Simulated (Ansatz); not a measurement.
**Stretch profile**

SiHF$_{2}$ (SMILES F[SiH]F), doublet, at its PBE0-D4/def2-TZVP minimum:

```
4
angstrom
F 1.2744 0.6255 -0.4117
Si -0.0276 -0.2853 -0.3162
F -1.2828 0.6912 -0.2481
H 0.0359 -1.0314 0.9760
```

The bond length Si2–F3 (1.592 Å at the minimum) is set to the values below, with the rest relaxed at PBE0-D4/def2-TZVP at each step. Each method's energies count from its own value at the PBE0-D4 minimum structure. Computed with Ansatz 0.2.0 (basis: def2-TZVPP); correlated methods freeze the cores; orbitals are unrestricted. B3LYP uses VWN-RPA correlation.

```
bond length (Å)  CCSD(T) (eV)  PBE-D4 (eV)  r2SCAN-D4 (eV)  wB97M-V (eV)
          1.433         0.599        0.694           0.597         0.621
          1.465         0.357        0.435           0.358         0.376
          1.511         0.132        0.183           0.134         0.146
          1.566         0.012        0.029           0.013         0.017
          1.627         0.020       -0.003           0.017         0.013
          1.692         0.144        0.076           0.134         0.123
          1.761         0.364        0.247           0.342         0.327
          1.834         0.660        0.491           0.623         0.606
          1.910         1.009        0.784           0.953         0.936
```

Largest difference from the CCSD(T) curve over the scan: PBE0-D4 0.033; B3LYP-D4 0.106; HF 0.238; MP2 0.017 eV. Each curve counts from its own value at the minimum.

No T1 diagnostic of these runs exceeds 0.017. ⟨S²⟩ of the unrestricted Hartree–Fock references: 0.75 to 0.76 (a pure state has 0.75).

For scale, one of the runs: CCSD(T)/def2-TZVPP, 118 basis functions (an equivalent command: `ansatz run in.yaml --threads 2`). Hardware: 2 CPU threads, shared host. Wall time 24 s; peak host memory 1.1 GiB.
